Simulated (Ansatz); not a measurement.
# C₂H₃ClO: how energies converge with the basis set

Aim: see how fast density functionals converge with the basis set for C₂H₃ClO.

Method: one geometry, several basis sets; program: Ansatz 0.2.0, Gaussian basis.

Levels to be run: PBE0-D4/def2-SVP; ωB97M-V/def2-SVP; PBE0-D4/def2-QZVPP; ωB97M-V/def2-QZVPP; the functionals' def2-TZVPP values are taken from earlier runs.

## 1. The geometry

An earlier PBE0-D4 in a triple-zeta def2 set relaxation fixed the geometry.

SMILES `CC(=O)Cl`, 7 atoms, charge 0, spin multiplicity 1.

Atoms are counted from 1 here; the program's logs count them from 0.

Bond lengths: C1–C2 1.491 Å, C1–H5 1.089 Å, C1–H6 1.091 Å, C1–H7 1.091 Å, C2–O3 1.179 Å, C2–Cl4 1.794 Å. Angles: C2–C1–H5 109.4°, C2–C1–H6 109.4°, C2–C1–H7 109.4°, H5–C1–H6 110.6°, H5–C1–H7 110.6°, H6–C1–H7 107.3°, C1–C2–O3 127.8°, C1–C2–Cl4 111.8°, O3–C2–Cl4 120.4°.

## 2. PBE0-D4 in def2-SVP

in.yaml

```yaml
crystal:
  periodic: [false, false, false]
  atoms:
    - {symbol: C, position_ang: [0.144707, 0.666771, 0.108718]}
    - {symbol: C, position_ang: [0.017291, -0.815932, 0.021548]}
    - {symbol: O, position_ang: [0.681655, -1.630900, 0.554888]}
    - {symbol: Cl, position_ang: [-1.337211, -1.306827, -1.046886]}
    - {symbol: H, position_ang: [0.973201, 0.921270, 0.767532]}
    - {symbol: H, position_ang: [-0.788502, 1.089998, 0.483902]}
    - {symbol: H, position_ang: [0.308868, 1.075619, -0.889701]}
basis:
  gaussian: {orbitals: def2-SVP}
hamiltonian: {xc: pbe0, dispersion: d4}
output: {orbitals: {seedname: orbitals}}
```

Command:

```bash
ansatz run in.yaml --threads 4 --pin off --events-out ev --progress --plain --max-ram 10444MiB
```

After this run come: ωB97M-V in def2-SVP; PBE0-D4 in def2-QZVPP; ωB97M-V in def2-QZVPP.

Q: Predict the results of all the runs planned. Wanted: PBE0-D4: double and triple zeta above quadruple; ωB97M-V: double and triple zeta above quadruple.

**Answer**, as computed:

| quantity | value |
| --- | --- |
| PBE0-D4: double and triple zeta above quadruple | 9.72, 0.60 eV |
| ωB97M-V: double and triple zeta above quadruple | 9.83, 0.57 eV |

**Reading.** For PBE0-D4 the step from double to triple zeta gains 9.12 eV and the next only 0.60 eV. Total energies overstate the basis error of differences, where much of it tends to cancel.
